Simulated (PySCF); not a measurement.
Compound: sulfuryl chloride, Cl2O2S.
Structure used (PBE0-D3(BJ)/def2-TZVP), in Å, numbered top down from 1:
```
atom  x, y, z in Å
O1     0.8878   -0.4981   -1.1818
S2     0.1750   -0.1849    0.0004
O3     0.3862   -0.8563    1.2287
Cl4    0.3767    1.7896    0.3360
Cl5   -1.7897   -0.2854   -0.4237
```

Level: wB97X-D/pcSseg-2 in PySCF, non-relativistic, on one gas-phase PBE0-D3(BJ)/def2-TZVP geometry that isn't relaxed in the solvent. The solvent is an IEF-PCM continuum (van der Waals radii × 1.2). The model holds no explicit solvent molecules, cavitation or dispersion.

Gas phase at wB97X-D/pcSseg-2: HOMO -11.87 eV, LUMO -1.26 eV, dipole 1.89 D.

Question: What does the continuum do to the energy, the frontier levels and the dipole at wB97X-D/pcSseg-2 in chloroform?

Answer: 
```json
{"solvent": "chloroform", "ε": "4.711", "E(solvent) − E(gas) (kJ/mol)": "-8.93", "polarisation term (kJ/mol)": "-9.79", "distortion of the solute (kJ/mol)": "0.86", "HOMO (eV)": "-11.77", "LUMO (eV)": "-1.08", "dipole (D)": "2.26"}
```

The polarisation term is half the interaction of the solute with the surface charges that it induces; the rest is the cost of distorting the solute's density. The sum is the electrostatic part of solvation alone.

Question: Which radius a makes the point-dipole formula ΔE = −[(ε − 1)/(2ε + 1)]·μ²/a³ give the value in chloroform, with the gas-phase dipole?

Answer: μ = 0.743 au and |ΔE| = 0.00340 Eh give a = 2.05 Å; the farthest nucleus lies 1.87 Å from the centroid of the nuclei. The formula assumes a rigid point dipole at the centre of a sphere.

Question: Give the dipole vector in the frame of the coordinates (D, pointing from negative to positive charge), gas and chloroform.

Answer: Gas (-1.29, 1.38, -0.06), solvent (-1.55, 1.65, -0.08). Its length changes by +20 % and its direction by less than 1°.

Hardware: 2 threads, Intel Xeon Platinum 8488C (x86_64), shared host with 192 logical CPUs at a one-minute load of 23. Cost: 12 s wall, 30 s CPU, 1.4 GiB resident at most. This is the whole shielding run at wB97X-D/pcSseg-2 in chloroform, SCF included.

wB97X-D is run here without its empirical dispersion term; that term would change no orbital, density or response property at a fixed geometry.
